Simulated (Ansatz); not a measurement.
Relaxation of C3H6ClF (11 atoms, charge 0, multiplicity 1), to a largest force component of 0.02 eV/Å in at most 40 steps.

These are results of Ansatz 0.2.0, UKS PBE-D4/STO-3G, not measurements.

```xyz
11
Properties=species:S:1:pos:R:3
C -0.998 -0.566 0.594
C 0.311 0.147 0.498
F 1.176 -0.653 1.136
C 0.891 0.354 -0.929
Cl -0.167 1.502 -1.856
H -1.304 -0.698 1.627
H -1.006 -1.488 0.078
H -1.796 0.113 0.136
H 0.300 1.121 1.077
H 1.849 0.715 -0.889
H 0.810 -0.605 -1.451
```

Question: Where does it end, and by what steps?

Answer: The forces met the threshold. Limits of this set-up: minimal basis. After 4 steps the energy has fallen by 0.776 eV; F3 moved furthest, 0.17 Å.

```json
{"step": "0", "energy less start (eV)": "0.0000", "largest force component (eV/Å)": "4.276", "accepted": "yes"}
{"step": "1", "energy less start (eV)": "-0.7336", "largest force component (eV/Å)": "1.113", "accepted": "yes"}
{"step": "2", "energy less start (eV)": "-0.7731", "largest force component (eV/Å)": "0.130", "accepted": "yes"}
{"step": "3", "energy less start (eV)": "-0.7755", "largest force component (eV/Å)": "0.058", "accepted": "yes"}
{"step": "4", "energy less start (eV)": "-0.7760", "largest force component (eV/Å)": "0.016", "accepted": "yes"}
```

```xyz
11
Properties=species:S:1:pos:R:3
C -1.063 -0.545 0.594
C 0.361 0.117 0.561
F 1.323 -0.687 1.214
C 0.857 0.338 -0.930
Cl -0.216 1.550 -1.827
H -1.399 -0.670 1.639
H -1.038 -1.534 0.102
H -1.779 0.106 0.059
H 0.300 1.131 1.051
H 1.889 0.751 -0.938
H 0.830 -0.612 -1.505
```

Whether the end is a true minimum wasn't checked by a vibrational analysis.

Time of the run: 19 s on 1 thread of Arm Neoverse V1 (shared host), peak memory 0.14 GiB.
